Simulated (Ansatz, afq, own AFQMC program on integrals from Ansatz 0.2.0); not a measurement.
AlNH3, quartet: AFQMC among the cluster methods

```tsv
atom	x (Å)	y (Å)	z (Å)
Al	-1.0569	0.0000	0.0000
H	-1.8498	1.3734	0.0000
H	-1.8498	-1.3734	0.0000
H	0.5290	0.0000	0.0000
N	2.2641	0.0000	0.0000
```

Connectivity, by distances: AlH3 ··· N.

Basis cc-pVTZ. Noble-gas cores (and the filled d shells of Ga–Kr and In–Xe) are frozen. Ansatz 0.2.0 and our own AFQMC program on the same integrals; the CISD trial comes from CCSD amplitudes, and released means the phaseless constraint is let go. Uncertainties: one standard error, sampling alone.

Determinant: UHF, the one that the program's search chose, which needn't be the lowest solution. The geometry is a point of a scan.

No full CI on the walks' own integrals is used here; CCSDT(Q) serves as the reference and is uncertain by about the last step of the cluster series.

Cautions: lower spins were not checked.

The T1 diagnostic is 0.0123, the weight of the determinant in the CISD state is 0.895 and the ⟨S²⟩ of the determinant is 3.762. The size of the correlated space is 11 electrons in 100 orbitals.

```json
{"level": "MP2", "correlation energy (eV)": "-5.3908"}
{"level": "CCSD", "correlation energy (eV)": "-6.4737"}
{"level": "CCSD(T)", "correlation energy (eV)": "-6.6073"}
```

(1) Estimate where phaseless AFQMC with a CISD trial lies against CCSD(T) on the same integrals.

(1) 2.0 ± 0.4 kJ/mol below CCSD(T).

Reference: CCSDT(Q), correlation energy -6.636 eV. The released energy is read at 2.40 1/Eh (meV from the phaseless value at times in 1/Eh: -6 ± 4 at 0.24, -8 ± 3 at 0.51, -5 ± 3 at 0.99, -16 ± 5 at 1.62, -6 ± 6 at 2.40).

| level | E − E(reference) (kJ/mol) | share of correlation (%) |
| --- | --- | --- |
| CCSD(T) | 2.8 | 99.56 |
| CCSDT | 0.3 | 99.95 |
| ph-AFQMC/HF | 0.9 ± 2.5 | 99.86 |
| ph-AFQMC/CISD | 0.8 ± 0.4 | 99.88 |
| released AFQMC | 0.2 ± 0.6 | 99.97 |

A walk keeps the symmetry of its determinant, which the program's search chose and which needn't be the lowest solution, so a lower state of the same spin and another symmetry isn't excluded. Released energies are given only where the last usable release times agree within the noise; a slower fall can still hide under it.
